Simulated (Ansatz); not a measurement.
One change: `CNCF` becomes `CNCCN`.

Ansatz, PBE0-D4/def2-TZVP geometries, multiplicity 1. Each molecule was computed in one conformer, which needn't be the lowest.

```tsv
property	`CNCF`
size of the dipole moment (B3LYP/def2-TZVPP) / D	1.44
HOMO energy (B3LYP/def2-TZVPP) / eV	-7.03
LUMO energy (PBE0/def2-TZVPP) / eV	1.27
HOMO–LUMO gap (B3LYP/def2-TZVPP) / eV	7.93
HOMO energy (PBE/def2-TZVPP) / eV	-5.79
LUMO energy (PBE/def2-TZVPP) / eV	0.44
```

(1) What does the change do to each property? (Best estimate.)

## Answers

(1) Computed: 
```csv
property,`CNCCN`,shift
size of the dipole moment (B3LYP/def2-TZVPP) / D,1.84,0.40
HOMO energy (B3LYP/def2-TZVPP) / eV,-6.34,0.69
LUMO energy (PBE0/def2-TZVPP) / eV,1.10,-0.17
HOMO–LUMO gap (B3LYP/def2-TZVPP) / eV,7.09,-0.84
HOMO energy (PBE/def2-TZVPP) / eV,-5.13,0.66
LUMO energy (PBE/def2-TZVPP) / eV,0.28,-0.16
```

With PBE0 the HOMO rises by 0.71 eV and the LUMO falls by 0.17 eV, so the gap narrows by about 0.88 eV. PBE moves the HOMO by 0.66 eV and ωB97M-V by 0.70 eV. The zero-point energy changes by 139.7 kJ/mol with +15 modes. Dipoles are sizes alone; their direction can turn.

B3LYP here is the variant with VWN-RPA as its local correlation; programs differ in this.
